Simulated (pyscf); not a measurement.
Structures and frequencies: ωB97X-D3(BJ)/def2-SVP in PySCF.

Q: What is the homolytic dissociation enthalpy (298 K, ωB97M-D3(BJ)/def2-TZVP) of the Si–Si bond of `[SiH3][SiH2][SiH]([SiH3])[SiH3]`, to SiH₃• + •H₂Si–SiH(SiH₃)–SiH₃?

A: Si–Si to SiH₃• + •H₂Si–SiH(SiH₃)–SiH₃: 74.8 kcal/mol. The 7 functionals that were run give +68.2 (r²SCAN) to +79.7 kcal/mol (ωB97X-D3(BJ)). Other isomers of •H₂Si–SiH(SiH₃)–SiH₃ were not searched in full and may lie lower.
